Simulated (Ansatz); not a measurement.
A made-up structure of BSiH4S, doublet:

```
atom    x (Å)    y (Å)    z (Å)
 Si1  -0.7900   0.6394  -0.2930
  B2   0.6373  -0.0134   0.9009
  S3   1.8789  -1.1836   1.1432
  H4   2.7340  -0.8607   2.1503
  H5  -0.4893   2.0486  -0.6634
  H6  -2.0810   0.6036   0.4456
  H7   1.7951  -1.9456   0.0178
```

It is relaxed with PBE-D4/def2-SVP and then PBE0-D4/def2-TZVP (Ansatz 0.2.0). Atoms count as bonded within 1.22 times the sum of their covalent radii (H–H: 0.88 Å). The end point is not checked to be a true minimum.

Q: Does its bonding change? (Judge from chemistry; the calculation decides.)

A: Computed: No: no bond forms or breaks.

Where it ends: The first stage lowers the energy by 1.66 eV in 14 steps. It ends as BSiH₄S ([SiH2][B][SH2]):
```json
{"atom": "Si1", "x (Å)": "-0.7448", "y (Å)": "0.7392", "z (Å)": "0.1938"}
{"atom": "B2", "x (Å)": "0.1876", "y (Å)": "-0.4103", "z (Å)": "1.2400"}
{"atom": "S3", "x (Å)": "1.6150", "y (Å)": "-1.4725", "z (Å)": "1.0364"}
{"atom": "H4", "x (Å)": "2.6013", "y (Å)": "-1.0154", "z (Å)": "1.8584"}
{"atom": "H5", "x (Å)": "-0.2038", "y (Å)": "1.3349", "z (Å)": "-1.0580"}
{"atom": "H6", "x (Å)": "-2.1063", "y (Å)": "1.2273", "z (Å)": "0.5073"}
{"atom": "H7", "x (Å)": "2.3360", "y (Å)": "-1.1150", "z (Å)": "-0.0766"}
```

Labels in which every atom is bracketed show which atoms are joined, not bond orders.

For scale, one of the runs: PBE0-D4/def2-TZVP relaxation, 129 basis functions, launched by `ansatz run in.yaml --threads 2 --pin off --events-out ev --progress --plain --max-ram 4352MiB`. The run took about 44 s on 2 CPU threads of an Arm Neoverse V1 (shared host).
